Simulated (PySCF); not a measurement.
wB97X single point of singlet H₃NO at its PBE0 minimum.

Input, equivalent to the run apart from its starting density:

```python
from pyscf import gto, scf, dft
mol = gto.M(atom='''
N     -0.000000     0.536017     0.291624
O      0.000000    -0.638917    -0.347607
H      0.000108     1.350955    -0.345204
H      0.821683     0.670712     0.905112
H     -0.821791     0.670801     0.904948''',
    basis={'N': 'def2-TZVP', 'O': 'def2-TZVP', 'H': 'def2-TZVP'},
    charge=0, spin=0)
mf = dft.RKS(mol, xc='WB97X')
mf.grids.atom_grid = (75, 302)
aux = {'N': 'def2-universal-JKFIT', 'O': 'def2-universal-JKFIT', 'H': 'def2-universal-JKFIT'}
mf = mf.density_fit(auxbasis=aux)
mf.conv_tol = 1e-08
mf.diis_space = 10
mf.max_cycle = 60
mf.verbose = 4
mf.kernel()
```

SCF log (excerpt):

```
init E= -131.697955358911
  HOMO = -0.312815063203405  LUMO = 0.0801694777398367  gap/eV = 10.69365
cycle= 1 E= -131.698654770884  delta_E= -0.000699  |g|= 0.015  |ddm|= 0.0897
  HOMO = -0.309249963819237  LUMO = 0.0796743319513169  gap/eV = 10.58317
cycle= 2 E= -131.698702407996  delta_E= -4.76e-05  |g|= 0.0135  |ddm|= 0.0257
  HOMO = -0.312072135154761  LUMO = 0.0799504772881576  gap/eV = 10.66748
cycle= 3 E= -131.69873466539  delta_E= -3.23e-05  |g|= 0.00295  |ddm|= 0.0114
  HOMO = -0.311650612108138  LUMO = 0.0799510688417868  gap/eV = 10.65602
cycle= 4 E= -131.698739756261  delta_E= -5.09e-06  |g|= 0.00083  |ddm|= 0.00893
  HOMO = -0.311505513864924  LUMO = 0.0800325749245374  gap/eV = 10.65429
cycle= 5 E= -131.698740161285  delta_E= -4.05e-07  |g|= 0.000333  |ddm|= 0.00249
  HOMO = -0.311534081344404  LUMO = 0.0800324726202035  gap/eV = 10.65507
cycle= 6 E= -131.698740219888  delta_E= -5.86e-08  |g|= 8.09e-05  |ddm|= 0.00102
  HOMO = -0.311519199942509  LUMO = 0.0800387922433927  gap/eV = 10.65484
cycle= 7 E= -131.69874022286  delta_E= -2.97e-09  |g|= 1.1e-05  |ddm|= 0.000219
  HOMO = -0.311519428465763  LUMO = 0.0800389146711282  gap/eV = 10.65485
Extra cycle  E= -131.698740222947  delta_E= -8.64e-11  |g|= 4.07e-06  |ddm|= 3.72e-05
converged SCF energy = -131.698740222947
```

This run, together with those of the ionised and electron-attached species (not shown), took 3.1 s on 2 threads of a shared Intel Xeon Platinum 8488C (Sapphire Rapids) host, with 80 basis functions; the process peaked at 1 GiB.
